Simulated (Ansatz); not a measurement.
**AlSiH7 (built from SMILES [AlH3].[SiH4]): a reaction path by the nudged elastic band**

What path joins these two structures, and how high does it climb? Both ends were relaxed at PBE0-D4 in triple zeta.

Method: PBE0-D4/def2-SVP; program: Ansatz 0.2.0, Gaussian basis.

## (1) The starting structure

The first end: 9 atoms, charge 0, spin multiplicity 1.

Atoms are counted from 1 here; the program's logs count them from 0.

Bond lengths: Al1–H2 1.589 Å, Al1–H3 1.592 Å, Al1–H4 1.592 Å, H5–Si6 1.514 Å, Si6–H7 1.480 Å, Si6–H8 1.477 Å, Si6–H9 1.480 Å. Angles: H2–Al1–H3 119.9°, H2–Al1–H4 119.9°, H3–Al1–H4 119.0°, H5–Si6–H7 105.4°, H5–Si6–H8 110.0°, H5–Si6–H9 105.4°, H7–Si6–H8 112.0°, H7–Si6–H9 111.7°, H8–Si6–H9 112.0°.

Coordinates:

```xyz
9
charge 0, multiplicity 1
Al   -0.69413   -0.94998   -1.17439
H     0.23962   -1.11310   -2.45003
H    -0.69242   -2.06703   -0.04051
H    -1.83614    0.15875   -1.16247
H     0.71708    0.18288   -0.36532
Si    0.57874    0.80638    1.00759
H     0.69328    2.26573    0.78949
H    -0.72195    0.43684    1.60117
H     1.71613    0.27953    1.79448
```

The second end:

```xyz
9
AlH7Si
Al   -0.8285   -0.6616   -0.4638
H     0.5804   -0.7265   -2.0981
H    -0.7092   -2.2429   -0.3715
H    -1.8458   -0.0162   -1.4989
H     0.9625   -0.3229   -1.5774
Si    0.2834    0.7548    1.2111
H     0.5702    2.1278    0.7032
H    -0.5893    0.9077    2.4121
H     1.5765    0.1798    1.6832
```

## (2) The band at PBE0-D4/def2-SVP

The input, neb/in.yaml:

```yaml
crystal:
  periodic: [false, false, false]
  atoms:
    - {symbol: Al, position_ang: [-0.694133, -0.949977, -1.174391]}
    - {symbol: H, position_ang: [0.239621, -1.113103, -2.450030]}
    - {symbol: H, position_ang: [-0.692424, -2.067027, -0.040506]}
    - {symbol: H, position_ang: [-1.836139, 0.158750, -1.162469]}
    - {symbol: H, position_ang: [0.717083, 0.182877, -0.365323]}
    - {symbol: Si, position_ang: [0.578736, 0.806383, 1.007586]}
    - {symbol: H, position_ang: [0.693284, 2.265733, 0.789495]}
    - {symbol: H, position_ang: [-0.721954, 0.436841, 1.601166]}
    - {symbol: H, position_ang: [1.716127, 0.279525, 1.794475]}
basis:
  gaussian: {orbitals: def2-SVP}
hamiltonian: {xc: pbe0, dispersion: d4}
neb:
  images: 5
  climbing: true
  max_iterations: 40
  initial_path: idpp
  final_atoms:
    - {symbol: Al, position_ang: [-0.828464, -0.661621, -0.463796]}
    - {symbol: H, position_ang: [0.580376, -0.726538, -2.098088]}
    - {symbol: H, position_ang: [-0.709168, -2.242869, -0.371478]}
    - {symbol: H, position_ang: [-1.845807, -0.016247, -1.498909]}
    - {symbol: H, position_ang: [0.962518, -0.322927, -1.577427]}
    - {symbol: Si, position_ang: [0.283378, 0.754828, 1.211137]}
    - {symbol: H, position_ang: [0.570164, 2.127785, 0.703202]}
    - {symbol: H, position_ang: [-0.589250, 0.907741, 2.412114]}
    - {symbol: H, position_ang: [1.576454, 0.179847, 1.683244]}
```

Started as:

```
> ansatz run in.yaml --threads 2 --pin off --events-out ev --progress --plain --max-ram 4352MiB
```

Q: Predict the outcome of this session. Wanted: barrier over the separately found saddle, CCSD(T)/def2-TZVPP.

The runs gave:

| quantity | value |
| --- | --- |
| PBE0-D4/def2-SVP, 8 iterations | highest 23.5 kcal/mol (image 3), last end +4.1 kcal/mol |
| barrier over the separately found saddle, CCSD(T)/def2-TZVPP | 30.8 kcal/mol |

The highest image lies 23.5 kcal/mol above the first end, and it climbed, so it estimates the saddle. The ends are not quite minima at this level (largest force component 0.31 eV/Å), so the heights are unreliable: relaxing the first end would lower it and raise the barrier above it. The highest image is 7.3 kcal/mol below the CCSD(T) barrier in triple zeta, which comes from separate runs on the saddle.
